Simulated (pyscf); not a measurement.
Single points on ωB97X-D3(BJ)/def2-SVP structures (PySCF, gas phase). MP2 and CC: frozen core, UHF for open shells. ΔMP2 is the change of the MP2 total energy from the triple- to the quadruple-zeta basis.

H₂N–SiH(Cl)–Cl -> H₂N–Si:–Cl [singlet] + HCl
Surface: singlet. Broken: Cl–Si, H–Si. Formed: Cl–H. Give ΔE‡ and ΔE from CCSD(T)/def2-TZVPP + ΔMP2(QZVPP), relative to the reactant's lowest minimum found.

ΔE‡ = 69.6 kcal/mol, ΔE = +53.3 kcal/mol. Zero-point energy shifts the barrier by -2.7 kcal/mol. It is a 1,1-elimination, with an imaginary mode of 1170i cm⁻¹. One saddle was located; it need not be the lowest between these sides. The CCSD(T) − MP2 part came from Ansatz, without density fitting, on the same reference.
